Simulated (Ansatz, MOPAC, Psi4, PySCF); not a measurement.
Process, species as SMILES: FC(F)=C(F)F [1,1,2,2-tetrafluoroethene] + 6 [H][H] (H2) -> 2 C (CH4) + 4 F (HF)

Wanted: energy of full hydrogenation (enthalpy at 298 K), in kcal/mol. Terms: 6-31G* and kin with 6d, 5d where marked; spin-orbit terms left out; non-relativistic; 6-311+G** with 5d; valence correlation only; no dispersion term unless named. CBS marks a two-point X^-3 extrapolation of the correlation energy; Hartree-Fock from the larger set. The bracket is a focal-point correction in the basis named. First-principles rows: single points at B3LYP-D3(BJ) geometries (Ansatz, a quantum-chemistry and plane-wave program), with unscaled harmonic terms from B3LYP/6-31G* at its own minima. Semi-empirical rows: MOPAC heats of formation at their own minima for 298 K.

Measured values: Active Thermochemical Tables 1.112 (ions: stationary electron), as tabulated in the package chemicals; G2/97 table in ASE (Curtiss et al.), the entry of C2F4 doubted and unchecked; they hold spin-orbit and core effects, anharmonicity. 

Value to compare with, the measured value: -138.9 kcal/mol.

```csv
level,program,energy of full hydrogenation (enthalpy at 298 K) (kcal/mol),error
AM1,MOPAC,-108.4,30.5
PM3,MOPAC,-28.4,110.5
HF/3-21G,Ansatz,-102.6,36.3
HF/6-31G*,Ansatz,-118.0,20.9
PBE/6-311+G**,Ansatz,-129.7,9.2
BP86/def2-SVP,PySCF,-90.6,48.3
BP86/6-31G* (5d),PySCF,-67.1,71.8
M06-2X/6-31G* (5d),PySCF,-84.7,54.2
wB97X-D/6-31G*,Psi4,-95.0,43.9
PBE0/def2-TZVPD,Ansatz,-132.1,6.8
"RI-MP2/CBS(cc-pVTZ,cc-pVQZ)+[CCSD(T)-MP2]/cc-pVTZ",Ansatz,-137.3,1.6
```

Among the 9 habitual levels, PM3 lies farthest from the measured value (110.5 kcal/mol) and PBE/6-311+G** nearest (9.2); 9 of 9 lie above it, and their mean absolute error is 47.3 kcal/mol, the median 43.9. One case shows no general order.

The levels are drawn from those run, B3LYP/6-31G* more often than the rest, none by its result; runs whose electronic state is in doubt are left out.
